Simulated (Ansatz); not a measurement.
# CAlP: the cost of one run

The runs use Ansatz 0.2.0, Gaussian basis; cc-pVTZ, core rule «outside noble gas», up to 11 orbitals frozen.

The runs, in order: UHF; CCSD(T) on ROHF; CCSD(T) on UHF; BCCD(T) on ROHF; CCSDT(Q) on ROHF; CCSDT(Q) on UHF.

6 further runs of the same task are left out: 2 for a known fault of the program, 4 set aside as unsound or not needed.

### Step 1. The geometry

The geometry is a PBE0/def2-TZVP stationary point (not a proven minimum) of the parent state, kept for this charge and spin.

3 atoms, charge 1, spin multiplicity 2.

Atoms are counted from 1 here; the program's logs count them from 0.

Bond lengths: Al1–C2 1.848 Å, C2–P3 1.569 Å. Angles: Al1–C2–P3 180.0°.

### Step 2. UHF

Input file in.yaml:

```yaml
crystal:
  periodic: [false, false, false]
  atoms:
    - {symbol: Al, position_ang: [0.000000, 0.000000, 1.754767]}
    - {symbol: C, position_ang: [0.000000, 0.000000, -0.092933]}
    - {symbol: P, position_ang: [0.000000, 0.000000, -1.661833]}
basis:
  gaussian: {orbitals: cc-pVTZ}
total_charge: 1
magnetization: {spin_polarized: true, initial_magnetization: 1}
hamiltonian: {xc: hf}
output: {orbitals: {seedname: orbitals}}
```

The run is started by

```
$ ansatz run in.yaml --threads 1 --pin off --events-out ev --progress --plain --max-ram 2816MiB --backend cpu
```

**Question.** How long does this run take on 1 thread of AMD EPYC 7R13, shared host, and how much memory does it need?

About 6 s, with a peak of 0.29 GiB.
